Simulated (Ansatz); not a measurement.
Program: Ansatz. Geometries: PBE0-D4/def2-TZVP. ΔE: electronic, gas phase. CCSD(T)/CBS adds triple-zeta CCSD(T) − MP2 to the extrapolated MP2 energy (def2 sets, frozen cores). DFT in def2-TZVPP. B3LYP here is the variant with VWN-RPA as its local correlation; programs differ in this. HSE06 is defined as in plane-wave codes.

`CCC#CF` → `CC1=CC1F`  (isomerisation)

Question: Is it downhill or uphill in electronic energy at CCSD(T)/CBS, and by how much? (Estimate.)

Answer: Ansatz gave: Downhill: ΔE = -27.2 kJ/mol.

Question: What do these levels give: LDA (SPW92), r2SCAN-D4, B3LYP-D4, HSE06-D4, B2PLYP, PBE-QIDH, BLYP, r2SCAN0, HF/def2-SVP, CCSD/def2-SVP, MP2/def2-QZVPP, MP2/CBS(def2)? (Estimate.)

Answer: Computed: LDA (SPW92) -48.5, r2SCAN-D4 -42.4, B3LYP-D4 -27.8, HSE06-D4 -43.1, B2PLYP -23.8, PBE-QIDH -37.3, BLYP -22.2, r2SCAN0 -43.6, HF/def2-SVP -16.5, CCSD/def2-SVP -18.6, MP2/def2-QZVPP -28.3, MP2/CBS(def2) -29.8 kJ/mol.

Largest T1 diagnostic among the species: 0.011.

At CCSD(T), def2-SVP lies +8.2 kJ/mol from the extrapolated value and def2-TZVPP +3.8 kJ/mol. In def2-TZVPP, CCSD(T) changes the Hartree–Fock value by −5.9 kJ/mol (the triples alone add −1.0 kJ/mol) and MP2 by −8.5 kJ/mol.
